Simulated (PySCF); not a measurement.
Stepwise substitution at one centre (Si Cl-C2H5). Gas-phase values, no solvent. One relaxed conformer stands for each flexible species; it need not be the lowest. Strings in code marks are SMILES.

The four lowest singlet excitations (Tamm–Dancoff). Computed with PBE-D3(BJ)/def2-TZVP // B3LYP-D3(BJ)/def2-SVP run with PySCF. Excitations are Tamm–Dancoff values on a coarser integration grid. The basis has no diffuse functions, so Rydberg states are missing or too high.

```csv
state,energy (eV),wavelength (nm),oscillator strength
S1,6.32,196,0.000
S2,6.32,196,0.000
S3,6.32,196,0.000
S4,7.14,174,0.022
```

### Question
Say which member gives these states.
(A) `CC[Si](Cl)(Cl)Cl`
(B) `Cl[Si](Cl)(Cl)Cl`
(C) `CC[Si](Cl)(Cl)CC` (C–C–Si–Cl torsion -179°, Cl–Si–C–C torsion 63°)

### Answer
B, `Cl[Si](Cl)(Cl)Cl`
